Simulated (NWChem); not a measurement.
System: BeH cation; SMILES [BeH+]

NWChem input:

```
start job
memory heap 200 mb stack 900 mb global 1100 mb
charge 1
geometry units angstroms noautoz
  Be     0.000000     0.000000     0.251857
  H      0.000000     0.000000    -1.090495
end
basis spherical
  Be library def2-tzvp
  H library def2-tzvp
end
dft
  xc xcamb88 1.00 lyp 1.0 hfexch 1.00
  cam 0.33 cam_alpha 0.0 cam_beta 1.0
  iterations 150
  mulliken
end
task dft energy
```

Output (shortened):

```
             Northwest Computational Chemistry Package (NWChem) 7.3.0
             --------------------------------------------------------

 ORDER OF PRIMARY AXIS IS BEING SET TO 4
 C4V symmetry detected

                             Geometry "geometry" -> ""
                             -------------------------

 Output coordinates in angstroms (scale by  1.889725989 to convert to a.u.)

  No.       Tag          Charge          X              Y              Z
 ---- ---------------- ---------- -------------- -------------- --------------
    1 Be                   4.0000     0.00000000     0.00000000     0.26847040
    2 H                    1.0000     0.00000000     0.00000000    -1.07388160

 Effective nuclear repulsion energy (a.u.)       1.5768658265

      Symmetry information
      --------------------

 Group name             C4v
 Group number             18
 Group order               8
 No. of unique centers     2

                                 NWChem DFT Module
                                 -----------------

 Summary of "ao basis" -> "ao basis" (spherical)
 ------------------------------------------------------------------------------
       Tag                 Description            Shells   Functions and Types
 ---------------- ------------------------------  ------  ---------------------
 Be                        def2-tzvp                 9       19   5s3p1d
 H                         def2-tzvp                 4        6   3s1p

      Symmetry analysis of basis
      --------------------------

        a1         13
        a2          0
        b1          1
        b2          1
        e          10

            General Information
            -------------------
          SCF calculation type: DFT
          Wavefunction type:  closed shell.
          No. of atoms     :     2
          No. of electrons :     4
           Alpha electrons :     2
            Beta electrons :     2
          Charge           :     1
          Spin multiplicity:     1
          Use of symmetry is: on ; symmetry adaption is: on
          Maximum number of iterations: 150
          AO basis - number of functions:    25
                     number of shells:    13
          Convergence on energy requested:  1.00D-06
          Convergence on density requested:  1.00D-05
          Convergence on gradient requested:  5.00D-04

              XC Information
              --------------
                     Hartree-Fock (Exact) Exchange  1.000
                   CAM-Becke88 Exchange Functional  1.000
              Lee-Yang-Parr Correlation Functional  1.000

           Range-Separation Parameters
           ---------------------------
           Alpha           :  0.00
           Beta            :  1.00
           Gamma           :  0.33
           Short-Range HF  :     F

             Grid Information
             ----------------
          Grid used for XC integration:  medium
          Radial quadrature: Mura-Knowles
          Angular quadrature: Lebedev.
          Tag              B.-S. Rad. Rad. Pts. Rad. Cut. Ang. Pts.
          ---              ---------- --------- --------- ---------
          Be                  1.05       49           8.0       434
          H                   0.35       45           8.0       434
          Grid pruning is: on
          Number of quadrature shells:    94
          Spatial weights used:  Erf1

      Superposition of Atomic Density Guess
      -------------------------------------

 Sum of atomic energies:         -15.07238907

 Renormalizing density from       5.00 to      4

      Non-variational initial energy
      ------------------------------

 Total energy =     -12.707201
 1-e energy   =     -18.067760
 2-e energy   =       3.783693
 HOMO         =      -0.859819
 LUMO         =      -0.445751

      Symmetry analysis of molecular orbitals - initial
      -------------------------------------------------

 !! scf_movecs_sym_adapt:    2 vectors were symmetry contaminated

  Symmetry fudging

 !! scf_movecs_sym_adapt:    2 vectors were symmetry contaminated

  Numbering of irreducible representations:

     1 a1          2 a2          3 b1          4 b2          5 e

  Orbital symmetries:

     1 a1          2 a1          3 a1          4 e           5 e
     6 a1          7 a1          8 a1          9 e          10 e
    11 e          12 e

     ---------------------------------------------
      Total Density - Mulliken Population Analysis
     ---------------------------------------------

    Atom       Charge   Shell Charges
 -----------   ------   -------------------------------------------------------
    1 Be   4     3.28   1.06  0.93  0.80  0.25  0.05  0.16  0.00  0.01  0.02
    2 H    1     0.72   0.19  0.42  0.10  0.01

   convergence    iter        energy       DeltaE   RMS-Dens  Diis-err
 ---------------- ----- ----------------- --------- --------- ---------
 d= 0,ls=0.0,diis     1    -14.8356873214 -1.64D+01  1.09D-02  2.58D-01
 d= 0,ls=0.0,diis     2    -14.8492564362 -1.36D-02  1.60D-03  6.53D-03
 d= 0,ls=0.0,diis     3    -14.8498440298 -5.88D-04  8.92D-04  1.83D-04
 d= 0,ls=0.0,diis     4    -14.8499611457 -1.17D-04  2.91D-04  1.18D-05
 d= 0,ls=0.0,diis     5    -14.8499698087 -8.66D-06  1.21D-05  1.11D-08
 d= 0,ls=0.0,diis     6    -14.8499698144 -5.73D-09  2.38D-06  3.18D-10

         Total DFT energy =      -14.849969814394
      One electron energy =      -21.138875551618
           Coulomb energy =        7.544927341858
    Exchange-Corr. energy =       -2.832887431182
 Nuclear repulsion energy =        1.576865826548

 Numeric. integr. density =        4.000000324727

                  Occupations of the irreducible representations
                  ----------------------------------------------

[...]
```

Level: LC-BLYP (range parameter 0.33 per bohr)/def2-TZVP. Geometry: optimised at PBE-D3(BJ)/def2-SVP.
